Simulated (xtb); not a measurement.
CN, SMILES [C]#N (connectivity only; charge and spin as stated), charge -1, multiplicity 1. All values are semi-empirical tight-binding results from xtb (GFN2-xTB unless named), good for trends rather than for accurate numbers. Geometry optimised at GFN2-xTB.

The point group as xtb finds it comes out as C∞v and the orbital gap is 4.43 eV. The static polarisability (D4 model) comes out as 20.6 bohr³, the solvation energy, GFN2-xTB/ALPB(water) comes out as -78.8 kcal/mol and the solvation energy, GFN2-xTB/ALPB(methanol) is -71.7 kcal/mol.

Question: Give the IR lines (harmonic; lines under 4 % of the strongest left out, lines within 3 cm⁻¹ merged). (The exact figures need the calculation; the answer reports its results.)

Answer: ν (cm⁻¹): 2043 (vs) (against the strongest line: vs over 80 %, s over 45 %, m over 15 %, w over 4 %, vw less)
